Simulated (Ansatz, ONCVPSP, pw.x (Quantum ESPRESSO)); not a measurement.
# tantalum (Ta) (fcc): variants of one ONCV potential in the solid

ONCVPSP 4.0.1.1 (patched build) input, shortened (lines: element, Z, core and valence counts, functional; n l f; lmax; l rc ep ncon nbas qcut; lloc lpopt rc5 dvloc0; l nproj debl; icmod fcfact rcfact), PBEsol, scalar-relativistic:

```
  Ta 73.00   10    3  -116133      upf
    1    0    2.00
    2    0    2.00
    2    1    6.00
    3    0    2.00
    3    1    6.00
    3    2   10.00
    4    0    2.00
    4    1    6.00
    4    2   10.00
    4    3   14.00
    5    0    2.00
    5    1    6.00
    5    2    3.00
    2
    0    1.90    0.00    4    7    7.20
    1    1.70    0.00    4    7    9.60
    2    1.75    0.00    4    8    6.50
    4    5    1.40    4.00
    0    2    3.20
    1    2    1.90
    2    2    2.30
    3    2.50    1.65
```

In the s channel the program set the typed energies aside and used -3.256, 0.050 Ha. In the p channel the program set the typed energies aside and used -2.020, 0.250 Ha.

Crystal test: fcc Ta in pw.x 7.5, no spin, 14³ k-points, Fermi–Dirac smearing 0.01 Ry, cutoffs set for each file from its atomic test. The reference is all-electron LAPW (Ansatz 0.2.0) with the same functional, mesh and smearing; V0 and B0 come from Birch–Murnaghan fits to the pressures at five volumes. Errors are pseudo minus all-electron; Δ is the rms difference of the E(V) curves that follow from these fits, minima aligned, over ±6 % about the mean V0. Mesh and smearing are coarse, so the numbers serve the comparison and aren't converged zero-temperature values; the lattice is a test structure that the element need not adopt.

All-electron: a0 = 4.177 Å (V0 = 18.22 Å³/atom), B0 = 198.7 GPa.

Base: This is a poor potential for the solid.

1 further variants are left out: they gave no file fit for a test, a broken result, the same result as the base, or pressures whose basis-set error rivals the error shown.

```csv
change,cutoffs (Ry),pw.x,a0 (Å),a0 error (%),B0 error (%),Δ (meV/atom),mean pressure error (GPa)
base,75/300,converged; energies reset by the program,4.143,-0.82,+0.2,19.4,-4.69
"local potential polynomial inside 1.40 bohr (lpopt 5, dvloc0 -2.5 Ha)",75/300,converged; energies reset by the program,4.138,-0.93,-0.2,22.0,-5.29
s: rc 2.56,75/300,converged; energies reset by the program,4.144,-0.80,+0.2,18.8,-4.56
d: rc 2.46,75/300,converged; energies reset by the program,4.143,-0.81,+0.0,19.1,-4.63
"core correction Teter function, fcfact 1.1, rcfact 1.65",75/300,converged; energies reset by the program,4.143,-0.83,+0.4,19.6,-4.75
```
